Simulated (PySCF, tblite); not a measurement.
# Streptocyanine-1: infrared bands, NMR shifts and spin-spin couplings

Aim: predict the infrared bands, NMR shifts and spin-spin couplings of Streptocyanine-1 (`NC=[NH2+]`).

Computed with tblite 0.8.0 and PySCF 2.14.0, with density-fitted response routines of our own, on a single molecule in the gas phase. Atoms count from 0, in the outputs and in this text.

**1. The molecule as given**

8 atoms, charge 1, multiplicity 1; geometry from: GFN2-xTB.

Bonds of the start (Å): N0–C1 1.30, C1–N2 1.30, N0–H3 1.01, N0–H4 1.01, C1–H5 1.09, N2–H6 1.01, N2–H7 1.01.

**2. Harmonic vibrations with GFN2-xTB**

What the job is given:

```
{"job": {"kind": "ir", "xc": "GFN2-xTB", "basis": "xTB"}, "charge": 1, "multiplicity": 1}
N      1.146930     0.201856     0.070732
C      0.003127    -0.413400     0.168423
N     -1.146364     0.109351    -0.151001
H      1.214393     1.154408    -0.269893
H      2.011639    -0.251902     0.332286
H      0.008509    -1.434118     0.541734
H     -1.222627     1.056202    -0.504929
H     -2.006550    -0.412984    -0.056436
```

**Question.** This job is followed by: GIAO PBE0/pcSseg-1 NMR shielding, non-relativistic, gas phase; B3LYP/pcJ-1 indirect spin-spin coupling, non-relativistic, gas phase. What will the session give for the following? strongest single infrared mode (GFN2-xTB); zero-point energy (GFN2-xTB); 13C shifts against TMS (PBE0/pcSseg-1); 1H shifts against TMS (PBE0/pcSseg-1, means over atoms taken as alike); 15N shifts against NH3 (PBE0/pcSseg-1); largest coupling of the table (B3LYP/pcJ-1).

**Answer**, as computed:

| quantity | value |
| --- | --- |
| strongest single infrared mode (GFN2-xTB) | 1707 cm⁻¹, 538 km/mol |
| zero-point energy (GFN2-xTB) | 42.8 kcal/mol |
| 13C shifts against TMS (PBE0/pcSseg-1) | 161.7 ppm |
| 1H shifts against TMS (PBE0/pcSseg-1, means over atoms taken as alike) | 7.76, 6.79, 6.54, 6.29 ppm |
| 15N shifts against NH3 (PBE0/pcSseg-1) | 127.8, 127.8 ppm |
| largest coupling of the table (B3LYP/pcJ-1) | 1J(C,H) C1–H5, 202.7 Hz |

What this shows: All 18 modes are real, so the xTB geometry is a minimum. The strongest single mode, at 1707 cm⁻¹, moves mainly C1. Unscaled tight-binding wavenumbers are off by several per cent, some by more. Its intensities can rank the bands wrongly. At PBE0/pcSseg-1: The largest span, 199 ppm, is at C1, where the paramagnetic term is -223 ppm. In the run at B3LYP/pcJ-1, the largest coupling of the table is C1–H5, 202.7 Hz, of which the Fermi-contact term gives 201.7 Hz.
